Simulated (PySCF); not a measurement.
Compound: C4H3N2 (doublet state).
Z-matrix (Å and degrees, GFN2-xTB geometry), rows numbered from 1:
```
C 
C   1  1.3146
C   2  1.4602  1  142.36
N   3  1.3083  2  100.47  1  -179.69
C   4  1.4021  3   88.69  2    -0.10
N   5  1.2441  2  134.60  1    -0.38
H   1  1.0787  2  121.66  3   179.89
H   1  1.0783  2  121.61  3    -0.10
H   6  1.0164  5  116.03  2     0.06
```

Identity: `C1(=N/[H])/C(=C)[C]=N1` [radical].

Method: PySCF, UKS B3LYP, pcH-1 on C H N, non-relativistic, mean-field spin-orbit, GIAO. Geometry: GFN2-xTB; no solvent, vibrations or thermal averaging. GFN2-xTB frequencies show an imaginary mode (86i cm⁻¹), so this geometry is no minimum at that level. The geometry wasn't refined by DFT: couplings that depend on bond lengths, twists or pyramidal angles can differ widely from those at the functional's own minimum. No stability test was run, so a lower SCF solution isn't excluded.

(1) Match the computed a_iso(13C) values +492.9, +158.0, +80.2, -7.9 MHz with the sites C1; C2; C3; C5.

(2) Match the computed a_iso(14N) values +63.9, +2.8 MHz with the sites N4; N6.

Answers

(1) 
```csv
site,a_iso (MHz),ρ(0) (bohr⁻³),position,distance from C3 (Å),spin population,largest |T| (MHz)
C1,-7.9,-0.0070,2 bonds from C3,2.63,0.00,2.0
C2,+80.2,+0.0713,1 bond from C3,1.46,+0.06,30.5
C3,+492.9,+0.4384,largest spin population,0.00,+0.86,127.0
C5,+158.0,+0.1406,2 bonds from C3,1.90,+0.11,11.1
```

(2) 
| site | a_iso (MHz) | ρ(0) (bohr⁻³) | position | distance from C3 (Å) | spin population | largest \|T\| (MHz) |
| --- | --- | --- | --- | --- | --- | --- |
| N4 | +63.9 | +0.1976 | 1 bond from C3 | 1.31 | -0.02 | 8.7 |
| N6 | +2.8 | +0.0087 | 3 bonds from C3 | 3.14 | -0.02 | 5.5 |

ρ(0) is the spin density at the nucleus and T the dipolar tensor. The largest Mulliken spin populations are on C3 (+0.86) and C5 (+0.11). No atom but C3 exceeds +0.15.

Examples of negative spin density at the nucleus (bohr⁻³): C1 (-0.0070).
